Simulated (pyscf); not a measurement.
Thermochemistry of product channels of B–Cl [singlet] + H₂O on the singlet surface, in kcal/mol, from ωB97M-D3(BJ)/def2-TZVP energies (ideal gas, 1 atm, RRHO with modes under 100 cm⁻¹ raised to 100, one conformer, R ln 2 for rigid chiral ones). PySCF, gas phase, ωB97X-D3(BJ)/def2-SVP geometries.

```
products                 ΔE  ΔH(298 K)  ΔG(298 K)   ΔG(600 K)
--------------------  -----  ---------  ---------  ----------
HO–BH–Cl              -99.2      -97.3      -87.5       -77.4
B–OH [singlet] + HCl  -20.2      -22.1      -22.4  (withheld)
O=B–Cl + H₂           -72.8      -76.0      -73.5  (withheld)
```

Problem. Complete the blanks.

Solution. 
- B–OH [singlet] + HCl, ΔG(600 K): -22.9
- O=B–Cl + H₂, ΔG(600 K): -71.3

These are energies of the channels, which say nothing of barriers. B–OH [singlet] lies 44.5 kcal/mol over its isomer HB=O, and others may lie lower still (electronic energy, ωB97M-D3(BJ)).
